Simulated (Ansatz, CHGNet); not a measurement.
Polycrystal shear modulus (GPa) of solids drawn from the class of elemental solids other than molecular ones, at two levels: the machine-learned potential CHGNet 0.3.0 (trained on PBE and PBE+U data), and r²SCAN (plane waves, PAW; Ansatz, an electronic-structure program).

```tsv
solid	CHGNet 0.3.0	r²SCAN	shift (%)
hcp Os	51.2	281	+449
hcp Tl	3.40	4.10	+21
hcp Zr	9.48	40.9	+331
hcp Zn	14.9	52.7	+254
hcp Mg	9.60	23.9	+149
bcc Ba	2.91	6.15	+111
fcc Rh	57.7	164	+184
diamond-structure Si	38.7	68.6	+77
fcc Cu	31.1	59.2	+90
fcc Ag	14.6	29.8	+104
```

The shifts run from +21 % to +449 %, with a median of +130 %.

Over all 10 rows r²SCAN is the larger in 10.

Ansatz's runs of these crystals have no spin polarisation. Meta-GGA and hybrid levels favour moments, which can bear on fcc Rh.

Spin–orbit coupling is left out, also for the solids with elements from indium on (hcp Os, hcp Tl, bcc Ba); its size isn't shown.

Each level is taken at its own relaxed cell. Ansatz's density-functional and Hartree–Fock values are scalar-relativistic unless marked +SOC, with PAW data made under PBE.
